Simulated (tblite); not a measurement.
Species: C4H7O2 (doublet state).
Bonds: C1–C2, C2–C3, C3–O4 (double), C3–O5, O5–C6. Hydrogens: H7, H8, H9 on C1; H10 on C2; H11, H12, H13 on C6.

Computed geometry: GFN2-xTB, gas phase. This method treats the open shell by occupation alone, without spin polarisation.

Question: Give the optimised bond lengths and angles.

Answer: 
```csv
bond,length (bohr)
C1–C2,2.773
C2–C3,2.699
C3=O4,2.305
C3–O5,2.573
O5–C6,2.673
"C1–H7, C1–H8, C1–H9",2.062
C2–H10,2.036
"C6–H11, C6–H12, C6–H13",2.062
```

Bonds in one row agree within 0.02 bohr and their mean is given. A selection of angles:
```csv
angle,degrees
C2–C1–H7,110.6
C2–C1–H9,109.9
H7–C1–H8,106.1
H7–C1–H9,109.8
C1–C2–C3,121.2
C1–C2–H10,120.7
C3–C2–H10,118.2
C2–C3–O4,125.8
C2–C3–O5,111.7
O4–C3–O5,122.5
C3–O5–C6,115.4
O5–C6–H11,106.3
O5–C6–H12,110.4
H11–C6–H12,110.6
H12–C6–H13,108.5
```

Torsions: C1–C2–C3–O4 0° (synperiplanar); C2–C3–O5–C6 180° (antiperiplanar).

C3 (carbon bonded to C and 2 O) is planar (angles 125.8°, 122.5° and 111.7°, sum 360.0°, 0.00 Å off the plane of its three neighbours). The 6 heavy atoms lie in one plane (0.000 Å rms). Of the pairs four or more bonds apart, O4···H9 is among the closest relative to their van der Waals radii: 2.48 Å, 91 % of the sum of Bondi's values. The C–C distances run from 1.428 Å (C2–C3, drawn single in one of several resonance forms) to 1.468 Å (C1–C2, drawn single), a spread of 0.040 Å. C2 (carbon bonded to 2 C and H) is planar (angles 121.2°, 120.7° and 118.2°, sum 360.0°, 0.00 Å off the plane of its three neighbours). The 3 C–O bonds span 1.220 Å (C3=O4, drawn double in one of several resonance forms) to 1.415 Å (O5–C6, drawn single), a spread of 0.195 Å.

Point group: Cs (tolerance 0.08 Å). Its GFN2-xTB frequencies are all real (lowest 73 cm⁻¹). 3 starts were optimised and ended at 0.00, 0.03 and 0.83 kcal/mol (GFN2-xTB); the lowest of these is shown.

One conformer stands for the species.
